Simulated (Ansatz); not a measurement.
System: rutile TiO2. Method: PBE-D3(BJ) in Ansatz (PAW).

Numerical settings: plane-wave cutoff 520 eV, 8×8×12 k mesh (along the axes of the cell as run), Fermi–Dirac smearing 0.01 eV, no spin polarisation, scalar-relativistic PAW data made under PBE.

Shape and atoms are relaxed at each volume.

Pressure at four volumes; x = ln(V/10.456 Å³). One pressure is withheld.

```csv
V (Å³/atom),x,P (GPa)
10.038,-0.0408,?
10.247,-0.0202,4.60
10.456,0.0000,0.00
10.874,0.0392,-7.60
```

Problem. Pass a parabola P(x) through the three rows shown, estimate the bulk modulus and its pressure derivative near zero pressure, and predict the withheld pressure.

Solution. Slopes between the rows: (0.00 − (4.60))/(0.0000 − (-0.0202)) = -227.72 and (-7.60 − (0.00))/(0.0392 − (0.0000)) = -193.88 GPa. Their difference over the span 0.0594 is c = 33.84/0.0594 = 569.7 GPa, so P(x) = 4.60 + (-227.72)(x − (-0.0202)) + 569.7 (x − (-0.0202))(x − (0.0000)). At the middle row B = −dP/dx = −[-227.72 + 569.7 × 0.0202] = 216.2 GPa, and B′ = dB/dP = 2c/B = 5.3. At x = -0.0408 the parabola gives 9.77 GPa; the run gives 9.78 GPa. The Birch–Murnaghan fit to the energies at all volumes has B0 = 215 GPa and B′ = 5.3.

Measured, for comparison: bulk modulus 212 ± 1 GPa (room temperature, not corrected to a static lattice, adiabatic, from measured elastic constants, our sources range from 210 to 239; as tabulated in Elasticity of TiO2 rutile to 1800 K). Computed (rounded) less measured: bulk modulus not scored (sources differ).

Note: the bulk modulus comes from volumes at which shape and atoms were relaxed.

Ansatz is a program for electronic structure.
